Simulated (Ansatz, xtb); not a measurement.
A geometry optimisation of CH2AlF− with r2SCAN-D4/def2-SVPD

The starting geometry of this gas-phase doublet has its atoms placed at random.

```yaml
atoms:
  - { symbol: C, position_ang: [-0.4899, -1.0317, 0.5742] }
  - { symbol: Al, position_ang: [0.1126, 0.9116, 0.7160] }
  - { symbol: F, position_ang: [-1.1152, -0.5438, -0.7383] }
  - { symbol: H, position_ang: [-0.2567, -0.4801, -0.1505] }
  - { symbol: H, position_ang: [0.6548, 0.2803, -0.9484] }
```

Task: One run relaxed it with r2SCAN-D4/def2-SVPD. What is a likely outcome?

Result: It ends as a structure given below by its coordinates. Distances that change by over a tenth: C1–H4 (0.94 → 1.11 Å), Al2–H5 (1.86 → 1.65 Å). Contacts that open: Al2–H4 (1.68 → 2.74 Å), F3–H4 (1.04 → 2.02 Å). Contacts that close: C1–F3 (1.53 → 1.42 Å).

The energy falls by 7.49 eV over 20 steps:

```json
{"step": "1", "E − E(last) (eV)": "7.489"}
{"step": "3", "E − E(last) (eV)": "3.348"}
{"step": "5", "E − E(last) (eV)": "1.864"}
{"step": "7", "E − E(last) (eV)": "1.215"}
{"step": "9", "E − E(last) (eV)": "0.968"}
{"step": "12", "E − E(last) (eV)": "0.450"}
{"step": "14", "E − E(last) (eV)": "0.053"}
{"step": "16", "E − E(last) (eV)": "0.004"}
{"step": "18", "E − E(last) (eV)": "0.001"}
{"step": "20", "E − E(last) (eV)": "0.000"}
```

Final geometry (Å):

```yaml
atoms:
  - { symbol: C, position_ang: [-0.5020, -0.7229, 0.1851] }
  - { symbol: Al, position_ang: [0.8477, 0.6574, 0.1745] }
  - { symbol: F, position_ang: [-1.2525, -1.0984, -0.9559] }
  - { symbol: H, position_ang: [-0.5654, -1.5837, 0.8792] }
  - { symbol: H, position_ang: [0.3778, 1.8839, -0.8299] }
```

From the same start GFN2-xTB ends elsewhere, differing in C1–F3 (3.26 against 1.42 Å here), Al2–F3 (1.72 against 2.96 Å here).

From so rough a start the end depends on the optimiser's path, so another program may land elsewhere. The end wasn't checked by frequencies. Open shells are spin-unrestricted. Run with Ansatz 0.2.0, 2.5 min on 1 thread of Arm Neoverse V1 (shared host).
